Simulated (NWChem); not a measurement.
The numbers come from NWChem runs, not from measurements. System: CH, charge 1, spin multiplicity 1, at the geometry of a parent with another charge or spin, in a state set for the comparison that need not be this species' ground state. Level: RHF/def2-TZVP.

Part of the output:

```
             Northwest Computational Chemistry Package (NWChem) 7.3.0
             --------------------------------------------------------

                                NWChem Input Module
                                -------------------

 Scaling coordinates for geometry "geometry" by  1.889725989
 (inverse scale =  0.529177249)

 Turning off AUTOSYM since
 SYMMETRY directive was detected!

                             Geometry "geometry" -> ""
                             -------------------------

 Output coordinates in angstroms (scale by  1.889725989 to convert to a.u.)

  No.       Tag          Charge          X              Y              Z
 ---- ---------------- ---------- -------------- -------------- --------------
    1 C                    6.0000     0.00000000     0.00000000     0.16203700
    2 H                    1.0000     0.00000000     0.00000000    -0.97222400

 Effective nuclear repulsion energy (a.u.)       2.7992353559

            Nuclear Dipole moment (a.u.)
            ----------------------------
        X                 Y               Z
 ---------------- ---------------- ----------------
     0.0000000000     0.0000000000    -0.0000037795

      Symmetry information
      --------------------

 Group name             C2v
 Group number             16
 Group order               4
 No. of unique centers     2

      Symmetry unique atoms

     1    2


 Summary of "ao basis" -> "" (spherical)
 ------------------------------------------------------------------------------
       Tag                 Description            Shells   Functions and Types
 ---------------- ------------------------------  ------  ---------------------
 *                         def2-tzvp                  on all atoms

 Summary of "ao basis" -> "ao basis" (spherical)
 ------------------------------------------------------------------------------
       Tag                 Description            Shells   Functions and Types
 ---------------- ------------------------------  ------  ---------------------
 C                         def2-tzvp                11       31   5s3p2d1f
 H                         def2-tzvp                 4        6   3s1p

                                 NWChem SCF Module
                                 -----------------

  ao basis        = "ao basis"
  functions       =    37
  atoms           =     2
  closed shells   =     3
  open shells     =     0
  charge          =   1.00
  wavefunction    = RHF
  use symmetry    = T
  symmetry adapt  = T

 Summary of "ao basis" -> "ao basis" (spherical)
 ------------------------------------------------------------------------------
       Tag                 Description            Shells   Functions and Types
 ---------------- ------------------------------  ------  ---------------------
 C                         def2-tzvp                11       31   5s3p2d1f
 H                         def2-tzvp                 4        6   3s1p

      Symmetry analysis of basis
      --------------------------

        a1         18
        a2          3
        b1          8
        b2          8

 Forming initial guess at       0.1s

      Superposition of Atomic Density Guess
      -------------------------------------

 Sum of atomic energies:         -38.17113740

 Renormalizing density from       7.00 to      6

      Non-variational initial energy
      ------------------------------

 Total energy =     -34.063210
 1-e energy   =     -48.265576
 2-e energy   =      11.403131
 HOMO         =      -0.800043
 LUMO         =      -0.637959

      Symmetry analysis of molecular orbitals - initial
      -------------------------------------------------

 !! scf_movecs_sym_adapt:   22 vectors were symmetry contaminated

  Symmetry fudging

 !! scf_movecs_sym_adapt:   22 vectors were symmetry contaminated

  Numbering of irreducible representations:

     1 a1          2 a2          3 b1          4 b2

  Orbital symmetries:

     1 a1          2 a1          3 a1          4 b1          5 b2
     6 a1          7 a1          8 b2          9 b1         10 a1
    11 a1         12 b1         13 b2

 Starting SCF solution at       0.2s

 ----------------------------------------------
         Quadratically convergent ROHF

 Convergence threshold     :          1.000E-07
 Maximum no. of iterations :          100
 Final Fock-matrix accuracy:          1.000E-09
 ----------------------------------------------

              iter       energy          gnorm     gmax       time
             ----- ------------------- --------- --------- --------
                 1      -37.8927264178  8.24D-01  5.46D-01      0.2
                 2      -37.9066672058  2.99D-01  2.32D-01      0.2
                 3      -37.9076874077  7.63D-02  5.62D-02      0.2
                 4      -37.9077754410  5.14D-03  3.16D-03      0.2
                 5      -37.9077802606  1.16D-05  6.10D-06      0.2
                 6      -37.9077802606  2.25D-09  9.84D-10      0.2

       Final RHF  results
       ------------------

         Total SCF energy =    -37.907780260617
      One-electron energy =    -53.496257519290
      Two-electron energy =     12.789241902791
 Nuclear repulsion energy =      2.799235355882

        Time for solution =      0.1s

       Symmetry analysis of molecular orbitals - final
       -----------------------------------------------

  Numbering of irreducible representations:

     1 a1          2 a2          3 b1          4 b2

  Orbital symmetries:

     1 a1          2 a1          3 a1          4 b2          5 b1
     6 a1          7 a1          8 a1          9 b1         10 b2
    11 a1         12 b1         13 b2

             Final eigenvalues
             -----------------

              1
    1  -11.8379
    2   -1.2468
    3   -0.8743
    4   -0.3312
    5   -0.3312
    6   -0.0906
    7    0.0248
    8    0.0802
    9    0.0867
   10    0.0867
   11    0.2835
   12    0.4724
   13    0.4724

                       ROHF Final Molecular Orbital Analysis
                       -------------------------------------

 Vector    2  Occ=2.000000D+00  E=-1.246763D+00  Symmetry=a1
              MO Center= -9.0D-17, -1.7D-17, -2.7D-01, r^2= 6.8D-01
   Bfn.  Coefficient  Atom+Function         Bfn.  Coefficient  Atom+Function
  ----- ------------  ---------------      ----- ------------  ---------------
     4      0.437284  1 C  s                  3      0.394189  1 C  s
     2     -0.220101  1 C  s                 33      0.158943  2 H  s

 Vector    3  Occ=2.000000D+00  E=-8.742658D-01  Symmetry=a1
              MO Center= -9.1D-18,  8.2D-18,  2.7D-01, r^2= 9.4D-01
   Bfn.  Coefficient  Atom+Function         Bfn.  Coefficient  Atom+Function
  ----- ------------  ---------------      ----- ------------  ---------------
     8      0.396941  1 C  pz                11      0.340936  1 C  pz
     4      0.310570  1 C  s                  3      0.236360  1 C  s
    33     -0.191561  2 H  s

 Vector    4  Occ=0.000000D+00  E=-3.311569D-01  Symmetry=b2
              MO Center= -1.6D-32,  5.2D-16,  1.1D-01, r^2= 1.3D+00
   Bfn.  Coefficient  Atom+Function         Bfn.  Coefficient  Atom+Function
  ----- ------------  ---------------      ----- ------------  ---------------
    10      0.428344  1 C  py                 7      0.401217  1 C  py
    13      0.362050  1 C  py

 Vector    5  Occ=0.000000D+00  E=-3.311569D-01  Symmetry=b1
              MO Center= -2.6D-16,  3.3D-32,  1.1D-01, r^2= 1.3D+00
   Bfn.  Coefficient  Atom+Function         Bfn.  Coefficient  Atom+Function
  ----- ------------  ---------------      ----- ------------  ---------------
     9      0.428344  1 C  px                 6      0.401217  1 C  px
    12      0.362050  1 C  px

 Vector    6  Occ=0.000000D+00  E=-9.063339D-02  Symmetry=a1
              MO Center=  2.6D-16,  1.6D-15, -1.2D+00, r^2= 2.8D+00
   Bfn.  Coefficient  Atom+Function         Bfn.  Coefficient  Atom+Function
  ----- ------------  ---------------      ----- ------------  ---------------
    34      2.065179  2 H  s                  4     -0.636188  1 C  s
    14      0.636524  1 C  pz                 5     -0.626874  1 C  s
     8      0.211672  1 C  pz                11      0.188971  1 C  pz

 center of mass
 --------------
 x =   0.00000000 y =   0.00000000 z =   0.14013511

 moments of inertia (a.u.)
 ------------------
           4.271548666514           0.000000000000           0.000000000000
           0.000000000000           4.271548666514           0.000000000000
           0.000000000000           0.000000000000           0.000000000000

  Mulliken analysis of the total density
  --------------------------------------

    Atom       Charge   Shell Charges
 -----------   ------   -------------------------------------------------------
    1 C    6     5.30   0.87  1.11  0.78  1.00  0.12  0.65  0.65  0.10  0.01  0.02  0.00
    2 H    1     0.70   0.24  0.40  0.03  0.02

       Multipole analysis of the density wrt the origin
       ------------------------------------------------

     L   x y z        total         open         nuclear
     -   - - -        -----         ----         -------
     0   0 0 0      1.000000      0.000000      7.000000

     1   1 0 0      0.000000      0.000000      0.000000
     1   0 1 0      0.000000      0.000000      0.000000
     1   0 0 1     -0.617433      0.000000     -0.000004

     2   2 0 0     -2.884904      0.000000      0.000000
     2   1 1 0      0.000000      0.000000      0.000000
     2   1 0 1      0.000000      0.000000      0.000000
     2   0 2 0     -2.884904      0.000000      0.000000
     2   0 1 1      0.000000      0.000000      0.000000
     2   0 0 2     -3.349681      0.000000      3.938011

 Task  times  cpu:        0.2s     wall:        0.2s

 Total times  cpu:        0.3s     wall:        0.3s
```

Q: Write an NWChem input that would produce this output.

A: One answer among several that fit: 
```
start mol
memory heap 200 mb stack 900 mb global 1100 mb
charge 1
geometry units angstroms nocenter noautoz
  C      0.000000     0.000000     0.162037
  H      0.000000     0.000000    -0.972224
  symmetry group C2v
end
basis spherical
  * library def2-tzvp
end
scf
  rhf
  nopen 0
  maxiter 100
  thresh 1e-7
  semidirect memsize 60000000 filesize 0
end
task scf energy
```
